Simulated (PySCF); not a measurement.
## Single point on PH⁺

State: ⁴Σ⁻ (quartet), unpaired electrons σ ↑, π ↑↑, a second solution, started from another occupation.

An equivalent input (the run itself took its basis sets from the Basis Set Exchange, started from a PBE0 density and held the occupation σ 5α 4β, πx 2α 1β, πy 2α 1β):

```python
from pyscf import gto, dft
mol = gto.M(atom='P 0 0 0; H 0 0 1.435', basis={'P': 'def2-TZVP', 'H': 'def2-TZVP'},
            charge=1, spin=3, verbose=4, symmetry='C2v')
mf = dft.UKS(mol, xc='PBE0')
mf.grids.atom_grid = (80, 434)
mf.grids.prune = dft.gen_grid.treutler_prune
mf.irrep_nelec = {'A1': (5, 4), 'B1': (2, 1), 'B2': (2, 1)}
mf.conv_tol = 1e-9
mf.max_cycle = 60
mf.diis_space = 10
mf.kernel()
```

The log (some set-up lines and the per-cycle HOMO/LUMO lines removed):

```
******** <class 'pyscf.dft.uks_symm.SymAdaptedUKS'> ********
method = SymAdaptedUKS
damping factor = 0
level_shift factor = 0
DIIS = <class 'pyscf.scf.diis.CDIIS'>
diis_start_cycle = 1
diis_space = 10
diis_damp = 0
SCF conv_tol = 1e-09
SCF conv_tol_grad = None
SCF max_cycles = 60
number electrons alpha = 9  beta = 6
Set gradient conv threshold to 3.16228e-05
init E= -341.340662107574
cycle= 1 E= -341.319251188137  delta_E= 0.0214  |g|= 0.00582  |ddm|= 0.0273
cycle= 2 E= -341.319298281472  delta_E= -4.71e-05  |g|= 0.00378  |ddm|= 0.014
cycle= 3 E= -341.319309395663  delta_E= -1.11e-05  |g|= 0.00102  |ddm|= 0.00362
cycle= 4 E= -341.319312616385  delta_E= -3.22e-06  |g|= 0.000642  |ddm|= 0.00367
cycle= 5 E= -341.319313253391  delta_E= -6.37e-07  |g|= 0.000159  |ddm|= 0.00132
cycle= 6 E= -341.319313305157  delta_E= -5.18e-08  |g|= 1.16e-05  |ddm|= 0.000563
cycle= 7 E= -341.319313305291  delta_E= -1.34e-10  |g|= 1.69e-06  |ddm|= 2.41e-05
Extra cycle  E= -341.319313305292  delta_E= -6.25e-13  |g|= 1.3e-06  |ddm|= 3.81e-06
converged SCF energy = -341.319313305292  <S^2> = 3.7511973  2S+1 = 4.0005986
```

Repeating this along the bond gives Re = 1.490 Å and ωe = 1821 cm⁻¹.

A point of this curve took 0.51 CPU seconds beside 0.041 for the integrals, on Arm Neoverse V1 (shared host).
